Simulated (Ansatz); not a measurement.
in.yaml

```yaml
crystal:
  periodic: [false, false, false]
  atoms:
    - {symbol: As, position_ang: [0.000000, -0.049973, 0.000000]}
    - {symbol: H, position_ang: [0.000000, 1.857285, -1.939619]}
    - {symbol: H, position_ang: [0.000000, 1.857281, 1.939623]}
basis:
  gaussian: {orbitals: cc-pVDZ}
total_charge: 1
magnetization: {spin_polarized: false}
correlation: {method: ccsd, electrons: valence, diis_vectors: 1}
scf: {lower_state_search: full}
```

```sh
$ ansatz run in.yaml --threads 1 --pin off --events-out ev --progress --plain --max-ram 2393MiB
```

(1) Roughly how long does this take on 1 thread of Arm Neoverse V2, shared host, and how much host memory?

```
417 factors; integrals over basis functions are off by at most 4.4e-4 eV
mean field evaluation 1: about -60809.1325 eV, gradient 4.8e0 eV
mean field evaluation 2: about -60809.1340 eV, gradient 4.8e0 eV
mean field evaluation 4: about -60809.2552 eV, gradient 8.3e-1 eV
mean field evaluation 8: about -60809.2599 eV, gradient 8.9e-4 eV
mean field evaluation 16: about -60809.2599 eV, gradient 5.9e-6 eV
mean field evaluation 32: about -60805.9961 eV, gradient 3.9e-1 eV
mean field evaluation 64: about -60805.9943 eV, gradient 3.2e-3 eV
mean field -60809.25987570 eV, -2234.6990824353 hartree, gradient 5.9e-6 eV, S^2 0.000000; 2 other end points of the search recorded, 0 dependent functions left out; unrestricted orbitals would lower it
determinant -60809.25987570 eV, -2234.6990824353 hartree, with singles and doubles -60815.08294762 eV, -2234.9130763813 hartree
determinant -60806.22983289 eV, -2234.5877304157 hartree, with singles and doubles -60812.00081889 eV, -2234.7998102397 hartree
determinant -60805.99425091 eV, -2234.5790729376 hartree, with singles and doubles -60811.92420013 eV, -2234.7969945520 hartree
mean field evaluation 96: about -60809.1325 eV, gradient 3.4e0 eV
mean field evaluation 128: about -60812.7129 eV, gradient 6.9e-1 eV
mean field evaluation 160: about -60809.8342 eV, gradient 1.1e1 eV
...
cycle  15  -5.83913664 eV  change   -7.1e-5 eV  update   3.6e-5
cycle  16  -5.83915050 eV  change   -1.4e-5 eV  update   2.7e-5
cycle  17  -5.83918820 eV  change   -3.8e-5 eV  update   2.1e-5
cycle  18  -5.83919930 eV  change   -1.1e-5 eV  update   1.6e-5
cycle  19  -5.83922499 eV  change   -2.6e-5 eV  update   1.3e-5
cycle  20  -5.83923064 eV  change   -5.6e-6 eV  update   9.5e-6
cycle  21  -5.83924395 eV  change   -1.3e-5 eV  update   7.3e-6
cycle  22  -5.83924648 eV  change   -2.5e-6 eV  update   5.5e-6
cycle  23  -5.83925487 eV  change   -8.4e-6 eV  update   4.5e-6
cycle  24  -5.83925701 eV  change   -2.1e-6 eV  update   3.4e-6
Total energy: -60815.09913271 eV, -2234.9136711725 hartree
```

Results:

(1) 3.5 s wall and 0.18 GiB.
